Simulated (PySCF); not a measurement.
# BH3Cl− (SMILES [BH3-]Cl): levels of theory compared

Wanted: a comparison of 3 runs (SVWN5/STO-6G, r2SCAN/STO-6G, CISD/STO-6G) of BH3Cl−. Input form: a Python script.

The calculation is run with PySCF 2.14.0.

16 further runs of the same task are left out: 1 that didn't finish, 15 set aside as unsound or not needed.

## (1) The system as given

The species is BH3Cl− (5 atoms), meant as a singlet with charge -1. As SMILES, `[BH3-]Cl`. The B1–H4 distance was set to 1.449 Å, away from the relaxed value.

Bond lengths: B1–Cl2 1.873 Å, B1–H3 1.208 Å, B1–H5 1.208 Å. Angles: Cl2–B1–H3 106.7°, Cl2–B1–H5 106.7°, H3–B1–H5 112.2°.

## (2) A single-point energy at SVWN5/STO-6G (run 1)

run.py reads:

```python
from pyscf import gto, dft

mol = gto.M(
    atom='''
B        0.190875       0.152802       0.056579
Cl      -0.737375       0.697122      -1.476321
H        1.331565      -0.053948      -0.282421
H       -0.460100      -1.051350       0.532730
H        0.108985       1.058062       0.852039
''',
    basis='sto-6g',
    spin=0,
    charge=-1,
    max_memory=1860,
    verbose=3,
)

mf = dft.RKS(mol, xc='svwn')
mf.conv_tol = 1e-10
mf.grids.level = 5
mf.kernel()
if not mf.converged:
    mf = mf.newton().run(mf.mo_coeff, mf.mo_occ)

e_tot = mf.e_tot
print('Final energy', e_tot)
```

Started as:

```bash
$ OMP_NUM_THREADS=1 python run.py
```

The program printed:

```text
converged SCF energy = -483.299990618691
Final energy -483.2999906186908
```

Wall time 1.9 s (1 thread of Intel Xeon Platinum 8488C (Sapphire Rapids), shared host); peak memory 0.14 GiB.

## (3) A single-point energy at r2SCAN/STO-6G (run 2)

job.py reads:

```python
from pyscf import gto, dft

system = gto.M(
    atom='''
B        0.190875       0.152802       0.056579
Cl      -0.737375       0.697122      -1.476321
H        1.331565      -0.053948      -0.282421
H       -0.460100      -1.051350       0.532730
H        0.108985       1.058062       0.852039
''',
    charge=-1,
    verbose=3,
    max_memory=1860,
    spin=0,
    basis='sto-6g',
)

mf = dft.RKS(system)
mf.xc = 'r2scan'
mf.conv_tol = 1e-10
mf.grids.level = 5
mf.kernel()
if not mf.converged:
    mf = mf.newton().run(mf.mo_coeff, mf.mo_occ)

energy = mf.e_tot
print('E(%s) = %.9f' % ('R2SCAN', energy))
```

Started as:

```bash
$ OMP_NUM_THREADS=1 python job.py
```

The program printed:

```text
converged SCF energy = -485.158953263182
E(R2SCAN) = -485.158953263
```

Run time: 3.3 s. Hardware: 1 thread of Intel Xeon Platinum 8488C (Sapphire Rapids), shared host; peak memory 0.19 GiB.

## (4) The energy at CISD/STO-6G (run 3)

calc.py reads:

```python
from pyscf import gto, scf, ci

mol = gto.M(
    atom='''
B      0.360701     0.288754     0.106919
Cl    -1.393437     1.317370    -2.789842
H      2.516293    -0.101947    -0.533698
H     -0.869463    -1.986764     1.006714
H      0.205952     1.999447     1.610120
''',
    basis='sto-6g',
    max_memory=1860,
    verbose=3,
    charge=-1,
    spin=0,
    unit='bohr',
)

hf = scf.RHF(mol)
hf.conv_tol = 1e-10
hf.kernel()
if not hf.converged:
    hf = hf.newton().run(hf.mo_coeff, hf.mo_occ)

cisd = ci.CISD(hf, frozen=6)
cisd.kernel()
energy = cisd.e_tot
print('E = %.10f Eh' % energy)
```

Started as:

```bash
$ OMP_NUM_THREADS=1 python calc.py
```

The program printed:

```text
converged SCF energy = -484.291902403822
E(RCISD) = -484.3615019351888  E_corr = -0.06959953136679994
E = -484.3615019352 Eh
```

Run time: 0.66 s. Hardware: 1 thread of Intel Xeon Platinum 8488C (Sapphire Rapids), shared host; peak memory 0.1 GiB.

## (5) Overview of the runs

```csv
run,level,integration grid,frozen core orbitals,energy (Eh),HOMO energy (eV),LUMO energy (eV),HOMO–LUMO gap (eV),wall time
1,SVWN5/STO-6G,5,–,-483.299991,3.29,13.69,10.40,1.9 s
2,r2SCAN/STO-6G,5,–,-485.158953,2.73,14.33,11.60,3.3 s
3,CISD/STO-6G,–,6,-484.361502,-1.92,20.69,22.60,0.66 s
```

## (6) Results

| quantity | value |
| --- | --- |
| run 3: total energy | -484.36150 Eh |
| run 3: HOMO energy (Hartree–Fock orbitals) | -1.92 eV |
| run 3: LUMO energy (Hartree–Fock orbitals) | 20.69 eV |
| run 3: HOMO–LUMO gap (to an unbound level, set by the basis) | 22.60 eV |
| run 3: correlation energy (6 core orbitals frozen) | -69.6 mEh |

Totals of different functionals can't be ranked against each other. In runs 1, 2 the HOMO lies above zero, so the outermost electron may be held by the basis alone. In runs 1, 2, 3 the basis is minimal, so the values are rough. All runs together took 5.8 s, the longest 3.3 s.
